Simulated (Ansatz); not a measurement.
Complex (SMILES): O (H2O) with FCl (F-Cl), atoms 1 to 3 the first; geometry from NCB31 set, monomers rigid:
```xyz
5

O      2.2398     0.0000    -0.0882
H      2.6009     0.7620     0.3771
H      2.6011    -0.7617     0.3772
Cl    -0.3159    -0.0001    -0.0169
F     -1.9723     0.0001     0.0266
```

Interaction energy at MP2 with Ansatz (a program for electronic structure), kcal/mol, without and with the counterpoise correction (monomers among the partner's ghost functions). Cartesian d functions, on some or all atoms, in 6-311+G**; all else is spherical. Cores are frozen. No added dispersion term, no relativity. Reference, counterpoise-corrected: Hartree-Fock in aug-cc-pV(Q+d)Z plus the correlation part extrapolated as X^-3 from aug-cc-pV(T+d)Z and aug-cc-pV(Q+d)Z, -5.85.

```tsv
basis	functions	uncorrected
pcseg-0	35	-7.38
6-31G	35	-6.24
6-311+G**	87	-5.74
def2-SVPD	89	-6.56
def2-TZVP	111	-5.93
jun-cc-pV(T+d)Z	154	-5.54
def2-TZVPPD	165	-5.51
def2-QZVPP	244	-5.73
pcseg-3	250	-5.61
def2-QZVPPD	277	-5.62
aug-cc-pV(Q+d)Z	341	-5.89
cc-pV(5+d)Z	392	-5.87
```

Task: How large is the counterpoise correction in each set?

Result: pcseg-0 3.71, 6-31G 1.99, 6-311+G** 1.68, def2-SVPD 1.82, def2-TZVP 0.89, jun-cc-pV(T+d)Z 0.52, def2-TZVPPD 0.57, def2-QZVPP 0.37, pcseg-3 0.34, def2-QZVPPD 0.24, aug-cc-pV(Q+d)Z 0.23, cc-pV(5+d)Z 0.24 kcal/mol. The corrected value lies nearer the reference in 0 of 12 rows.
